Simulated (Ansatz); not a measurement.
Relaxation of H7NSSi (10 atoms, charge 0, multiplicity 1), to a largest force component of 0.03 eV/Å in at most 50 steps.

Level of theory: UKS PBE0/def2-SVP in Ansatz.

```xyz
10
Properties=species:S:1:pos:R:3
Si -0.987 -0.627 -0.017
S 2.290 -0.213 1.102
H -1.492 -1.669 -0.966
H -0.114 -1.292 0.968
H -2.150 -0.032 0.714
H 1.821 0.494 0.047
N -0.236 0.674 -0.994
H 1.611 0.552 1.982
H -0.152 0.498 -1.992
H -0.592 1.614 -0.843
```

Where does it end, and by what steps?

It converged. After 23 steps the energy has fallen by 0.310 eV; S2 moved furthest, 1.38 Å.

```
step  energy less start (eV)  largest force component (eV/Å)  accepted
   0                  0.0000                           0.817       yes
   1                 -0.1374                           0.554       yes
   2                 -0.1939                           0.350       yes
   3                 -0.2326                           0.224       yes
   4                 -0.2503                           0.219       yes
   5                 -0.2558                           0.373       yes
   6                 -0.2615                           0.035       yes
   7                 -0.2624                           0.042       yes
   8                 -0.2681                           0.064       yes
   9                 -0.2707                           0.086       yes
  10                 -0.2740                           0.117       yes
  11                 -0.2747                           0.422       yes
  12                 -0.2874                           0.178       yes
  13                 -0.2945                           0.082       yes
  14                 -0.2974                           0.185       yes
  15                 -0.3022                           0.070       yes
  16                 -0.3041                           0.128       yes
  17                 -0.3060                           0.085       yes
  18                 -0.3073                           0.118       yes
  19                 -0.3085                           0.042       yes
  20                 -0.3096                           0.045       yes
  21                 -0.3100                           0.067       yes
  22                 -0.3100                           0.061       yes
  23                 -0.3103                           0.029       yes
```

```xyz
10
Properties=species:S:1:pos:R:3
Si -1.312 -0.735 -0.173
S 2.636 1.120 1.123
H -2.469 -1.109 -1.051
H -0.618 -1.992 0.232
H -1.852 -0.021 1.021
H 1.548 0.777 0.374
N -0.122 0.313 -0.910
H 2.186 0.437 2.196
H 0.409 -0.057 -1.694
H -0.407 1.267 -1.117
```

Whether the end is a true minimum wasn't checked by a vibrational analysis.

The run took 46 s on 2 threads of Intel(R) Xeon(R) Platinum 8488C (Sapphire Rapids), on a shared host, peak memory 0.24 GiB.
